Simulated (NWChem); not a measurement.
Everything below was run with NWChem. System: C3H4, charge 1, spin multiplicity 2, at the geometry of a parent with another charge or spin, in a state set for the comparison that need not be this species' ground state. Its SCF solution wasn't tested for a lower state. Level: UHF/aug-cc-pVDZ.

Job file:

```
start mol
memory heap 200 mb stack 900 mb global 1100 mb
charge 1
geometry units angstroms nocenter noautoz
  C      1.223398    -0.195974     0.000000
  C     -0.211608     0.035339     0.000000
  C     -1.407417     0.225249     0.000000
  H      1.449142    -1.273660     0.000000
  H      1.696606     0.247574     0.889750
  H      1.696606     0.247574    -0.889750
  H     -2.468594     0.390825     0.000000
  symmetry group Cs
end
basis spherical
  * library aug-cc-pvdz
end
scf
  uhf
  nopen 1
  maxiter 100
  thresh 1e-7
  semidirect memsize 60000000 filesize 0
  # guess.movecs holds the orbitals of an unrestricted PBE0 run
  vectors input guess.movecs output mol.movecs
end
task scf energy
```

Output (cleaned and shortened):

```
             Northwest Computational Chemistry Package (NWChem) 7.3.0
             --------------------------------------------------------

                                NWChem Input Module
                                -------------------

 Scaling coordinates for geometry "geometry" by  1.889725989
 (inverse scale =  0.529177249)

 Turning off AUTOSYM since
 SYMMETRY directive was detected!

                             Geometry "geometry" -> ""
                             -------------------------

 Output coordinates in angstroms (scale by  1.889725989 to convert to a.u.)

  No.       Tag          Charge          X              Y              Z
 ---- ---------------- ---------- -------------- -------------- --------------
    1 C                    6.0000     1.22339800    -0.19597400     0.00000000
    2 C                    6.0000    -0.21160800     0.03533900     0.00000000
    3 C                    6.0000    -1.40741700     0.22524900     0.00000000
    4 H                    1.0000     1.44914200    -1.27366000     0.00000000
    5 H                    1.0000     1.69660600     0.24757400     0.88975000
    6 H                    1.0000     1.69660600     0.24757400    -0.88975000
    7 H                    1.0000    -2.46859400     0.39082500     0.00000000

 Effective nuclear repulsion energy (a.u.)      58.5542181740

            Nuclear Dipole moment (a.u.)
            ----------------------------
        X                 Y               Z
 ---------------- ---------------- ----------------
    -0.0000037795    -0.0000056692     0.0000000000

      Symmetry information
      --------------------

 Group name             Cs
 Group number              2
 Group order               2
 No. of unique centers     6

      Symmetry unique atoms

     1    2    3    4    5    7


 Summary of "ao basis" -> "" (spherical)
 ------------------------------------------------------------------------------
       Tag                 Description            Shells   Functions and Types
 ---------------- ------------------------------  ------  ---------------------
 *                        aug-cc-pvdz                 on all atoms

 Summary of "ao basis" -> "ao basis" (spherical)
 ------------------------------------------------------------------------------
       Tag                 Description            Shells   Functions and Types
 ---------------- ------------------------------  ------  ---------------------
 C                        aug-cc-pvdz                9       23   4s3p2d
 H                        aug-cc-pvdz                5        9   3s2p

                                 NWChem SCF Module
                                 -----------------

  ao basis        = "ao basis"
  functions       =   105
  atoms           =     7
  alpha electrons =    11
  beta  electrons =    10
  charge          =   1.00
  wavefunction    = UHF
  use symmetry    = T
  symmetry adapt  = T

 Summary of "ao basis" -> "ao basis" (spherical)
 ------------------------------------------------------------------------------
       Tag                 Description            Shells   Functions and Types
 ---------------- ------------------------------  ------  ---------------------
 C                        aug-cc-pvdz                9       23   4s3p2d
 H                        aug-cc-pvdz                5        9   3s2p

      Symmetry analysis of basis
      --------------------------

        a'         71
        a"         34

 Forming initial guess at       0.1s

   Symmetry analysis of molecular orbitals - initial alpha
   -------------------------------------------------------

  Numbering of irreducible representations:

     1 a'          2 a"

  Orbital symmetries:

     1 a'          2 a'          3 a'          4 a'          5 a'
     6 a'          7 a'          8 a"          9 a'         10 a"
    11 a'         12 a"         13 a'         14 a'         15 a'
    16 a'         17 a"         18 a'         19 a"         20 a'
    21 a'

   Symmetry analysis of molecular orbitals - initial beta
   ------------------------------------------------------

  Numbering of irreducible representations:

     1 a'          2 a"

  Orbital symmetries:

     1 a'          2 a'          3 a'          4 a'          5 a'
     6 a'          7 a'          8 a'          9 a"         10 a'
    11 a"         12 a'         13 a"         14 a'         15 a'
    16 a'         17 a'         18 a"         19 a'         20 a"
    21 a'

 Starting SCF solution at       0.1s

 ----------------------------------------------
         Quadratically convergent UHF

 Convergence threshold     :          1.000E-07
 Maximum no. of iterations :          100
 Integral*density screening:          1.000E-09
 ----------------------------------------------

              iter       energy          gnorm     gmax       time
             ----- ------------------- --------- --------- --------
                 1     -115.5304294591  3.81D-01  7.60D-02      1.5
                 2     -115.5472136597  2.81D-02  1.74D-02      2.0
                 3     -115.5476705813  1.26D-03  3.18D-04      3.1
                 4     -115.5476724516  6.83D-06  2.94D-06      4.8
                 5     -115.5476724516  6.16D-09  1.84D-09      6.5

       Final UHF  results
       ------------------

         Total SCF energy =   -115.547672451596
      One electron energy =   -264.429676758951
      Two electron energy =     90.327786133401
 Nuclear repulsion energy =     58.554218173954

                       Sz =      0.5000
                 Sz(Sz+1) =      0.7500
[...]
    52      0.185836  3 C  py

 Vector   10  Occ=1.000000D+00  E=-7.381324D-01  Symmetry=a"
              MO Center=  1.7D-02,  1.0D-01, -4.9D-14, r^2= 2.7D+00
   Bfn.  Coefficient  Atom+Function         Bfn.  Coefficient  Atom+Function
  ----- ------------  ---------------      ----- ------------  ---------------
    53      0.392971  3 C  pz                30      0.290624  2 C  pz
     7     -0.287949  1 C  pz                79     -0.223265  5 H  s
    88      0.223265  6 H  s                 33      0.205069  2 C  pz
    80     -0.167993  5 H  s                 89      0.167993  6 H  s

 Vector   11  Occ=1.000000D+00  E=-7.028392D-01  Symmetry=a'
              MO Center= -3.3D-01, -2.0D-02,  6.1D-14, r^2= 2.4D+00
   Bfn.  Coefficient  Atom+Function         Bfn.  Coefficient  Atom+Function
  ----- ------------  ---------------      ----- ------------  ---------------
    52      0.414697  3 C  py                29      0.335341  2 C  py
    32      0.232865  2 C  py                 6     -0.228572  1 C  py
    70      0.212554  4 H  s                 71      0.200607  4 H  s
    55      0.164412  3 C  py

 Vector   12  Occ=0.000000D+00  E=-1.163458D-01  Symmetry=a"
              MO Center= -8.2D-01,  1.8D-01,  4.0D-12, r^2= 4.0D+00
   Bfn.  Coefficient  Atom+Function         Bfn.  Coefficient  Atom+Function
  ----- ------------  ---------------      ----- ------------  ---------------
    36      0.719782  2 C  pz                59     -0.721479  3 C  pz
    33      0.568024  2 C  pz                56     -0.502986  3 C  pz
    30      0.426488  2 C  pz                81     -0.357029  5 H  s
    90      0.357029  6 H  s                 53     -0.345724  3 C  pz
    80     -0.245459  5 H  s                 89      0.245459  6 H  s

 Vector   13  Occ=0.000000D+00  E=-1.052683D-01  Symmetry=a'
              MO Center= -4.1D-01,  1.3D-01,  6.7D-14, r^2= 1.4D+01
   Bfn.  Coefficient  Atom+Function         Bfn.  Coefficient  Atom+Function
  ----- ------------  ---------------      ----- ------------  ---------------
    27      1.933491  2 C  s                 50      1.703733  3 C  s
     4     -1.679598  1 C  s                 34      1.641494  2 C  px
    99     -1.044549  7 H  s                 11      0.830087  1 C  px
    81     -0.624743  5 H  s                 90     -0.624743  6 H  s
    57     -0.567952  3 C  px                72     -0.456544  4 H  s

 Vector   14  Occ=0.000000D+00  E=-9.304981D-02  Symmetry=a'
              MO Center= -8.9D-01, -6.6D-03, -3.5D-13, r^2= 5.7D+00
   Bfn.  Coefficient  Atom+Function         Bfn.  Coefficient  Atom+Function
  ----- ------------  ---------------      ----- ------------  ---------------
    58     -0.932986  3 C  py                35      0.852592  2 C  py
    72      0.807842  4 H  s                 32      0.451831  2 C  py
    81     -0.397998  5 H  s                 90     -0.397998  6 H  s
    29      0.384785  2 C  py                55     -0.355332  3 C  py
    71      0.326892  4 H  s                 52     -0.290851  3 C  py

                     UHF Final Beta Molecular Orbital Analysis
                     -----------------------------------------

 Vector    8  Occ=1.000000D+00  E=-8.244861D-01  Symmetry=a'
              MO Center=  8.8D-01, -3.1D-01, -4.8D-14, r^2= 1.8D+00
   Bfn.  Coefficient  Atom+Function         Bfn.  Coefficient  Atom+Function
  ----- ------------  ---------------      ----- ------------  ---------------
     6      0.394245  1 C  py                70     -0.302989  4 H  s
    29      0.240161  2 C  py                55      0.208832  3 C  py
    52      0.155164  3 C  py                79      0.152984  5 H  s
    88      0.152984  6 H  s

 Vector    9  Occ=1.000000D+00  E=-7.996710D-01  Symmetry=a"
              MO Center=  1.3D+00,  7.8D-04,  1.9D-13, r^2= 1.3D+00
   Bfn.  Coefficient  Atom+Function         Bfn.  Coefficient  Atom+Function
  ----- ------------  ---------------      ----- ------------  ---------------
     7      0.443393  1 C  pz                79      0.297538  5 H  s
    88     -0.297538  6 H  s                 56      0.171828  3 C  pz
    45     -0.170916  2 C  d  1

 Vector   10  Occ=1.000000D+00  E=-6.844730D-01  Symmetry=a'
              MO Center= -3.8D-01,  2.8D-03,  2.1D-14, r^2= 2.2D+00
   Bfn.  Coefficient  Atom+Function         Bfn.  Coefficient  Atom+Function
  ----- ------------  ---------------      ----- ------------  ---------------
    52      0.402674  3 C  py                29      0.365337  2 C  py
    32      0.257685  2 C  py                 6     -0.210019  1 C  py
    70      0.198917  4 H  s                 71      0.193415  4 H  s
    55      0.153754  3 C  py

 Vector   11  Occ=0.000000D+00  E=-2.819071D-01  Symmetry=a"
              MO Center= -7.2D-01,  1.3D-01, -1.5D-13, r^2= 2.0D+00
   Bfn.  Coefficient  Atom+Function         Bfn.  Coefficient  Atom+Function
  ----- ------------  ---------------      ----- ------------  ---------------
    30      0.360886  2 C  pz                53      0.350740  3 C  pz
    33      0.306946  2 C  pz                56      0.234128  3 C  pz

 Vector   12  Occ=0.000000D+00  E=-1.034331D-01  Symmetry=a'
              MO Center= -3.4D-01,  1.1D-01,  3.4D-15, r^2= 1.4D+01
   Bfn.  Coefficient  Atom+Function         Bfn.  Coefficient  Atom+Function
  ----- ------------  ---------------      ----- ------------  ---------------
    27      1.961398  2 C  s                 50      1.776399  3 C  s
     4     -1.672883  1 C  s                 34      1.662690  2 C  px
    99     -1.059068  7 H  s                 11      0.848064  1 C  px
    81     -0.637359  5 H  s                 90     -0.637359  6 H  s
    57     -0.565267  3 C  px                72     -0.503495  4 H  s

 Vector   13  Occ=0.000000D+00  E=-8.728834D-02  Symmetry=a'
              MO Center= -9.2D-01, -2.8D-02,  1.2D-13, r^2= 6.8D+00
   Bfn.  Coefficient  Atom+Function         Bfn.  Coefficient  Atom+Function
  ----- ------------  ---------------      ----- ------------  ---------------
    72     -1.027563  4 H  s                 58      1.001841  3 C  py
    35     -0.840107  2 C  py                81      0.523215  5 H  s
    90      0.523215  6 H  s                 32     -0.386932  2 C  py
    29     -0.354758  2 C  py                71     -0.312844  4 H  s
    55      0.285883  3 C  py                52      0.261346  3 C  py

 center of mass
 --------------
 x =  -0.11117956 y =   0.01815774 z =   0.00000000

 moments of inertia (a.u.)
 ------------------
          16.387945386801          31.190524262505           0.000000000000
          31.190524262505         206.353423907419           0.000000000000
           0.000000000000           0.000000000000         211.344678029344

  Mulliken analysis of the total density
  --------------------------------------

    Atom       Charge   Shell Charges
 -----------   ------   -------------------------------------------------------
    1 C    6     5.81   2.01  0.65  0.18  0.13  2.07  0.71  0.07  0.06 -0.05
    2 C    6     6.29   2.01  0.71  0.94  0.12  1.82 -0.06  0.26  0.09  0.39
    3 C    6     4.97   2.01  0.70  0.93 -0.71  1.86  0.01  0.08  0.05  0.05
    4 H    1     0.86   0.73  0.11  0.00  0.03 -0.01
    5 H    1     0.86   0.72  0.11  0.00  0.03 -0.01
    6 H    1     0.86   0.72  0.11  0.00  0.03 -0.01
    7 H    1     1.35   0.70  0.67 -0.04  0.04 -0.01

  Mulliken analysis of the alpha density
  --------------------------------------

    Atom       Charge   Shell Charges
 -----------   ------   -------------------------------------------------------
    1 C    6     2.88   1.00  0.32  0.09  0.05  1.03  0.36  0.03  0.03 -0.03
    2 C    6     3.34   1.00  0.36  0.46  0.07  1.03  0.06  0.12  0.05  0.19
    3 C    6     2.80   1.00  0.36  0.46 -0.34  1.12  0.11  0.04  0.03  0.03
    4 H    1     0.43   0.36  0.05  0.00  0.02 -0.01
    5 H    1     0.44   0.37  0.06  0.00  0.02 -0.00
    6 H    1     0.44   0.37  0.06  0.00  0.02 -0.00
    7 H    1     0.66   0.33  0.33 -0.02  0.02 -0.00

   Mulliken analysis of the beta density
   -------------------------------------

    Atom       Charge   Shell Charges
 -----------   ------   -------------------------------------------------------
    1 C    6     2.93   1.00  0.33  0.10  0.07  1.04  0.35  0.03  0.03 -0.03
    2 C    6     2.95   1.00  0.35  0.49  0.05  0.79 -0.11  0.14  0.04  0.19
    3 C    6     2.17   1.00  0.34  0.47 -0.37  0.74 -0.09  0.04  0.02  0.03
    4 H    1     0.43   0.36  0.06  0.00  0.02 -0.01
    5 H    1     0.41   0.35  0.05  0.00  0.02 -0.00
    6 H    1     0.41   0.35  0.05  0.00  0.02 -0.00
    7 H    1     0.69   0.36  0.34 -0.02  0.02 -0.01

   Mulliken analysis of the spin density
   -------------------------------------

    Atom       Charge   Shell Charges
 -----------   ------   -------------------------------------------------------
    1 C    6    -0.04  -0.00 -0.00 -0.01 -0.02 -0.01  0.00 -0.00  0.01 -0.00
    2 C    6     0.40   0.00  0.01 -0.03  0.02  0.25  0.17 -0.03  0.02  0.00
    3 C    6     0.63   0.00  0.02 -0.01  0.03  0.38  0.20  0.00  0.01  0.00
    4 H    1    -0.00  -0.00 -0.00  0.00 -0.00 -0.00
    5 H    1     0.03   0.02  0.01 -0.00 -0.00 -0.00
    6 H    1     0.03   0.02  0.01 -0.00 -0.00 -0.00
    7 H    1    -0.03  -0.03 -0.02  0.00  0.00  0.01

       Multipole analysis of the density wrt the origin
       ------------------------------------------------

     L   x y z        total         alpha         beta         nuclear
     -   - - -        -----         -----         ----         -------
     0   0 0 0      1.000000    -11.000000    -10.000000     22.000000

     1   1 0 0     -0.631262      0.466517     -1.097775     -0.000004
     1   0 1 0      0.118029     -0.086274      0.204309     -0.000006
     1   0 0 1     -0.000000     -0.000000     -0.000000      0.000000

     2   2 0 0     -1.483526    -65.576890    -61.196470    125.289835
     2   1 1 0     -1.682312      8.949321      8.494775    -19.126407
     2   1 0 1     -0.000000      0.000000     -0.000000      0.000000
     2   0 2 0    -12.425216    -10.897779    -10.240442      8.713005
     2   0 1 1     -0.000000     -0.000000     -0.000000      0.000000
     2   0 0 2    -11.319384     -9.537060     -7.436426      5.654102

 Task  times  cpu:        6.5s     wall:        6.5s

 Total times  cpu:        6.6s     wall:        6.6s
```
